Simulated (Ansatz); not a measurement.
**H₂S (triplet): the correlation ladder at distance H1–H2 along a hydrogen transfer = 1.001 Å, cc-pVTZ**

How much of the correlation energy of H₂S (triplet) does each wave-function method recover here?

Method: cc-pVTZ, core rule «outside noble gas», up to 5 orbitals frozen; program: Ansatz 0.2.0, Gaussian basis.

To be run: UHF; CCSD(T) on ROHF; CCSD(T) on UHF; BCCD(T) on ROHF; CISD; CCSDT(Q) on ROHF; CCSDT(Q) on UHF; CASSCF and MRCISD+Q, 4 electrons in 4 orbitals; CASSCF and NEVPT2, 4 electrons in 4 orbitals; CASSCF and MRCISD+Q, 8 electrons in 6 orbitals; CASSCF and NEVPT2, 8 electrons in 6 orbitals.

4 further runs of the same task are left out: 4 that didn't finish.

## Step 1: The geometry

The geometry derives from fragments relaxed apart (PBE0/def2-TZVP) and kept rigid, so it is no stationary point. A hydrogen atom is moved between rigid fragments.

3 atoms, charge 0, spin multiplicity 3.

Atoms are counted from 1 here; the program's logs count them from 0.

No contacts short enough for the rule that draws bonds.

## Step 2: UHF

Input file in.yaml:

```yaml
crystal:
  periodic: [false, false, false]
  atoms:
    - {symbol: H, position_ang: [0.000000, 0.000000, -1.241333]}
    - {symbol: H, position_ang: [0.000000, 0.000000, -0.240333]}
    - {symbol: S, position_ang: [0.000000, 0.000000, 1.481667]}
basis:
  gaussian: {orbitals: cc-pVTZ}
magnetization: {spin_polarized: true, initial_magnetization: 2}
hamiltonian: {xc: hf}
output: {orbitals: {seedname: orbitals}}
```

On the command line:

```
> ansatz run in.yaml --threads 1 --pin off --events-out ev --progress --plain --max-ram 2393MiB
```

Further steps of the session: CCSD(T) on ROHF; CCSD(T) on UHF; BCCD(T) on ROHF; CISD; CCSDT(Q) on ROHF; CCSDT(Q) on UHF; CASSCF and MRCISD+Q, 4 electrons in 4 orbitals; CASSCF and NEVPT2, 4 electrons in 4 orbitals; CASSCF and MRCISD+Q, 8 electrons in 6 orbitals; CASSCF and NEVPT2, 8 electrons in 6 orbitals.

Before running them: what should the planned runs give, taken together? Wanted: UCCSDT(Q) below the RHF energy; RMP2 from UCCSDT(Q); UMP2 from UCCSDT(Q); RCCSD from UCCSDT(Q); RCCSD(T) from UCCSDT(Q); UCCSD(T) from UCCSDT(Q); RCCSDT(Q) from UCCSDT(Q); NEVPT2 pair from UCCSDT(Q); NEVPT2 valence from UCCSDT(Q).

The runs gave:

| quantity | value |
| --- | --- |
| UCCSDT(Q) below the RHF energy | -5.7580 eV |
| RMP2 from UCCSDT(Q) | +1046.7 meV |
| UMP2 from UCCSDT(Q) | +1084.1 meV |
| RCCSD from UCCSDT(Q) | +220.0 meV |
| RCCSD(T) from UCCSDT(Q) | +33.5 meV |
| UCCSD(T) from UCCSDT(Q) | +33.9 meV |
| RCCSDT(Q) from UCCSDT(Q) | +1.2 meV |
| NEVPT2 pair from UCCSDT(Q) | +899.3 meV |
| NEVPT2 valence from UCCSDT(Q) | +1176.1 meV |
| MRCISD+Q valence from UCCSDT(Q) | +51.9 meV |
| levels within 1 kcal/mol (43 meV) | RCCSD(T), UCCSD(T), BCCD(T), RCCSDT, UCCSDT, RCCSDT(Q) |
| T1 diagnostic | 0.032 |
| effectively unpaired electrons | 2.02 |

RCCSD(T) misses by +33.5 meV, 0.6 % of the correlation energy. One determinant dominates. Of the multireference levels listed MRCISD+Q valence comes nearest in total energy (+51.9 meV), which doesn't show that its space is the better one. These misses are within one basis, not against nature; the frozen cores of restricted and unrestricted runs differ, which can shift their rows.
